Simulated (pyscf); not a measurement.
•H₂Si–AsH–SiH₃ + H₂ → H₃Si–AsH–SiH₃ + H•, a hydrogen abstraction (doublet surface; H–H broken, H–Si formed). PySCF, gas phase, ωB97X-D3(BJ)/def2-SVP geometries. Energies in kcal/mol from the separated reactants.

GFN2-xTB: tblite. Open shells are spin-unrestricted. 

Question: In single points GFN2-xTB puts the saddle at 0.8 kcal/mol and the reaction energy at -2.7 kcal/mol. Should these be trusted to within a few kcal/mol? Compare with ωB97M-D3(BJ)/def2-TZVP.

Answer: ωB97M-D3(BJ)/def2-TZVP gives ΔE‡ = 17.9 kcal/mol and ΔE = +13.7 kcal/mol. GFN2-xTB lies 17.2 kcal/mol under it in the barrier and 16.4 kcal/mol under it in the reaction energy, so on this step it does not hold to within 3.0 kcal/mol. ωB97M-D3(BJ)/def2-TZVP has limits of its own. •H₂Si–AsH–SiH₃ lies 17.8 kcal/mol over its isomer H₃Si–As•–SiH₃ (electronic energy, ωB97M-D3(BJ)/def2-TZVP). This is the saddle that the search found; another between the same sides may lie lower. The angle at the transferred H is 179°. In the def2 sets elements up to Kr have no core potential.
